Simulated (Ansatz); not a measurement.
## CH3P (phosphethene): the electronic atomisation energy, rung by rung

CH3P has 5 atoms, charge 0, and is taken as a singlet. As SMILES, `C=P`. Geometry: relaxed at GFN2-xTB.

```xyz
5

C    -0.2155   -0.4928    0.0910
P     0.7452    0.7767    0.5714
H    -0.3195   -1.3555    0.7292
H    -0.7609   -0.5268   -0.8368
H     0.5505    1.5984   -0.5548
```

Each level gives the electronic atomisation energy (eV). The values are calculated. Electronic energies at fixed atoms, without zero-point motion or spin-orbit coupling.

```
         level                   kind  program  value (eV)  less FCI/STO-3G
   BLYP/STO-3G                    GGA   Ansatz       20.86            +3.15
  B3LYP/STO-3G          global hybrid   Ansatz       20.53            +2.82
  BHLYP/STO-3G          global hybrid   Ansatz       19.44            +1.73
 B2PLYP/STO-3G          double hybrid   Ansatz       19.33            +1.62
RPA@PBE/STO-3G                    RPA   Ansatz       17.50            -0.21
    MP2/STO-3G    perturbation theory   Ansatz       17.07            -0.64
BCCD(T)/STO-3G  coupled cluster or CI   Ansatz       17.69            -0.02
CCSD(T)/STO-3G  coupled cluster or CI   Ansatz       17.69            -0.02
    FCI/STO-3G     exact in the basis   Ansatz       17.71             0.00
```

FCI/STO-3G is exact within its basis and frozen core, so for wave-function methods in that basis the difference is their error; functionals converge differently with the basis, so for them it is only a difference. The values span 17.07 to 20.86 eV. All rows use very small basis sets, so none should be taken for the real molecule's value.
